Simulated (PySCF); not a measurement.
**MgS⁺: one state, many levels of theory**

State: ²Π (doublet), unpaired electrons π ↑. Set-up: Mg pcseg-2, S pcseg-2; no relativity (PySCF 2.14). De refers to Mg⁺ + S in their high-spin ground configurations, without counterpoise correction. The functionals are run spin-unrestricted. A positive dipole points towards S; it is taken about the centre of mass and depends on that origin. Levels whose curve was spin-contaminated or gave no clean fit are not listed.

```json
{"Level": "UHF", "Re (Å)": "2.244", "ωe (cm⁻¹)": "496", "De (eV)": "0.69", "μ (D)": "-10.14", "CPU s a point (SCF and correlation, without the integrals)": "0.23"}
{"Level": "UHF-CCSD", "Re (Å)": "2.246", "ωe (cm⁻¹)": "481", "De (eV)": "1.68", "μ (D)": "n/a", "CPU s a point (SCF and correlation, without the integrals)": "n/a"}
{"Level": "UHF-CCSD(T)", "Re (Å)": "2.251", "ωe (cm⁻¹)": "480", "De (eV)": "1.77", "μ (D)": "n/a", "CPU s a point (SCF and correlation, without the integrals)": "6.9"}
{"Level": "PBE", "Re (Å)": "2.266", "ωe (cm⁻¹)": "454", "De (eV)": "2.11", "μ (D)": "-8.44", "CPU s a point (SCF and correlation, without the integrals)": "0.59"}
{"Level": "PBEsol", "Re (Å)": "2.254", "ωe (cm⁻¹)": "464", "De (eV)": "2.23", "μ (D)": "-8.53", "CPU s a point (SCF and correlation, without the integrals)": "0.41"}
{"Level": "BP86", "Re (Å)": "2.266", "ωe (cm⁻¹)": "454", "De (eV)": "2.08", "μ (D)": "-8.55", "CPU s a point (SCF and correlation, without the integrals)": "0.41"}
{"Level": "r²SCAN", "Re (Å)": "2.245", "ωe (cm⁻¹)": "480", "De (eV)": "1.99", "μ (D)": "-9.15", "CPU s a point (SCF and correlation, without the integrals)": "0.78"}
{"Level": "PBE0", "Re (Å)": "2.244", "ωe (cm⁻¹)": "478", "De (eV)": "1.94", "μ (D)": "-9.00", "CPU s a point (SCF and correlation, without the integrals)": "1.2"}
{"Level": "B97-3", "Re (Å)": "2.249", "ωe (cm⁻¹)": "474", "De (eV)": "2.06", "μ (D)": "-8.94", "CPU s a point (SCF and correlation, without the integrals)": "0.59"}
{"Level": "ωB97X", "Re (Å)": "2.224", "ωe (cm⁻¹)": "504", "De (eV)": "2.06", "μ (D)": "-9.82", "CPU s a point (SCF and correlation, without the integrals)": "0.94"}
```

The bond length runs from 2.224 Å (ωB97X) to 2.266 Å (BP86). De spans 0.69 eV (UHF, mean field) to 2.23 eV (PBEsol, GGA). Correlation at CCSD(T) changes the Hartree–Fock bond energy by +1.08 eV; the triples alone change it by +0.09 eV.

Correlated steps freeze 6 core orbitals. For an ion De counts to the pair picked by the measured ionisation energies or electron affinities, which need not be the lowest pair at this level. The state was picked by a PBE0 search and need not be the measured ground state.

The whole job (state search and all levels along the bond) took about 2.6 min on 1 thread of Intel Xeon Platinum 8259CL @ 2.50GHz (shared host), peak memory 0.62 GiB.
